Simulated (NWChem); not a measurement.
Correlation energy of Al (+1)

```xyz
1

Al     0.0000     0.0000     0.0000
```
Charge +1, spin multiplicity 1.

All runs are NWChem calculations.

Basis set: 3-21G. Each correlation energy counts from its own Hartree-Fock reference.

The correlated methods keep 5 core orbitals frozen. No row is a measurement; the coupled-cluster row has its own basis-set and correlation limits.

Problem. One of these methods gave a correlation energy of -25.9 mHa. Which?
A) SCS-MP2
B) MP2
C) CCSD

Solution. A, SCS-MP2. The others give -37.3 (CCSD), -21.5 (MP2).
